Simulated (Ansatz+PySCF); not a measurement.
Values are calculated unless marked as measured or tabulated.
## PySCF 2.14.0 run

```python
from pyscf import gto, scf, cc

mol = gto.M(atom="""
F 0.000000 0.000000 0.000000
Si 0.920680 1.227570 2.657780
""", basis='sto-3g', charge=1, spin=0)
mf = scf.RHF(mol)
mf.kernel()
mycc = cc.CCSD(mf, frozen=6).run()
et = mycc.ccsd_t()
print(mf.e_tot, mycc.e_corr, et, mycc.e_tot + et)
```

The script is written out from the run's settings.

The run gave:

```
Converged                       : yes
Reference energy                : -383.08711 hartree
CCSD correlation energy         : -0.25722 hartree
Triples correction              : -0.00013 hartree
Total energy                    : -383.34446 hartree
Spin squared of the determinant : 0.000
```

Caution: large amplitudes, a single reference is doubtful; an unrestricted determinant lies well below.
